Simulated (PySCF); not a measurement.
Estimate the missing entries of this data sheet.

Compound: CH7BN (charge -1).
Atom-mapped SMILES: `[BH3-:1][NH:2][CH3:3]` (hydrogens: H4, H5, H6 on B1; H7 on N2; H8, H9, H10 on C3)

```tsv
property	level	value
rotational constants A, B, C	PBE0-D3(BJ)/def2-SVP	32.444, 8.850, 7.865 GHz
HOMO energy	PBE0/pcSseg-1	?
LUMO energy	PBE0/pcSseg-1	6.07 eV
13C chemical shifts (computed TMS as zero) by class	GIAO PBE0/pcSseg-1	44.5 (C3) ppm
1H chemical shifts (computed TMS as zero) by class	GIAO PBE0/pcSseg-1	?
isotropic shieldings of nuclei other than C and H, by class	GIAO PBE0/pcSseg-1	?
largest of the computed one-bond spin–spin couplings (means over like bonds)	B3LYP/pcJ-1, spin–dipole term left out for some pairs	13C–1H +128.7 (C3–H8 and 2 like it), 11B–1H +91.0 (B1–H4 and 2 like it), 15N–1H -60.5 (N2–H7), 15N–11B -12.9 (N2–B1), 15N–13C -2.7 (N2–C3) Hz
core binding energies	ΔSCF SCAN, pcX-2 on the ionised atom, pcseg-1 elsewhere, spin-free X2C	?
```

Gas-phase values; electronic properties from PySCF, density fitting. Isolated species at its PBE0-D3(BJ)/def2-SVP geometry, gas phase. The geometry's basis has no diffuse functions, a weakness for an anion. NMR classes are plain means over equivalent atoms (diastereotopic ones count apart unless rotation or inversion swaps them), as if these changed places fast; in this geometry the members of some classes differ. No diffuse functions stand in pcJ-1 and pcSseg-1, which bears on an anion's orbital energies.

**Question.** Give the 1H chemical shifts (computed TMS as zero) by class.

**Answer.** 2.32 (H8/H9/H10), 1.88 (H4/H5/H6), -2.43 (H7) ppm.

**Question.** Give the isotropic shieldings of nuclei other than C and H, by class.

**Answer.** 122 (B1), 235 (N2) ppm.

**Question.** What is the HOMO energy?

**Answer.** -0.23 eV.

**Question.** What are the core binding energies?

**Answer.** B1s 187.9 (B1), C1s 286.4 (C3), N1s 398.4 (N2) eV.

The rotational constants make it an asymmetric top with κ = (2B − A − C)/(A − C) = -0.92, nearer the prolate limit (−1). With B = h/(8π²I), that is 505.379 GHz u Å² over I, the principal moments of inertia are 15.6, 57.1 and 64.3 u Å² (most abundant isotopes).

For the geometry optimisation (PBE0-D3(BJ)/def2-SVP), time: 4.4 s wall. Hardware: one thread, x86-64 server, no GPU, shared host.
